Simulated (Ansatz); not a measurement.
## Property card for ZrPRu

Method: DFT r2SCAN, scalar-relativistic, plane waves, PAW in Ansatz.

Plane waves to 500 eV, a k mesh through Γ of 6×6×10 on the computed 9-atom cell and Gaussian smearing (0.10 eV); no spin polarisation.

The structure is relaxed at this level of theory with its symmetry kept. Whether it is the stable form of this composition wasn't checked.

```cif
data_structure
_symmetry_space_group_name_H-M 'P 1'
_symmetry_Int_Tables_number 1
_cell_length_a 6.4435
_cell_length_b 6.4435
_cell_length_c 3.8109
_cell_angle_alpha 90.000
_cell_angle_beta 90.000
_cell_angle_gamma 120.000
_cell_volume 137.02
loop_
_atom_site_label
_atom_site_type_symbol
_atom_site_fract_x
_atom_site_fract_y
_atom_site_fract_z
_atom_site_occupancy
Zr1 Zr 0.41636 0.41636 0.00000 1
Zr2 Zr 0.58364 0.00000 0.00000 1
Zr3 Zr 0.00000 0.58364 0.00000 1
P1 P 0.66667 0.33333 0.50000 1
P2 P 0.33333 0.66667 0.50000 1
P3 P 0.00000 0.00000 0.00000 1
Ru1 Ru 0.75524 0.75524 0.50000 1
Ru2 Ru 0.24476 0.00000 0.50000 1
Ru3 Ru 0.00000 0.24476 0.50000 1
```

- Space group: P-62m (No. 189)
- Volume per atom: 15.22 Å³
- Formation energy from the elements' standard states (uncorrected): -1.206 eV/atom
- Generalised Kohn–Sham band gap: none (metal)
- Density of states at the Fermi level: 7.12 states/eV per cell
- Löwdin character within 0.5 eV of the Fermi level: Zr 4d 42 %, Ru 4d 41 %, P 3p 9 %, unprojected 5 %
- Bulk modulus: 221 GPa
- Its pressure derivative: 4.5
- Bader charges (e): Zr (3 in the cell) 1.66, P (2 in the cell) -1.36, P (1 in the cell) -0.78, Ru (3 in the cell) -0.49

Cost: 6 runs of about 54 core-minutes in all, on Intel Xeon Processor @ 2.50GHz (Skylake/Cascade Lake) (shared hosts).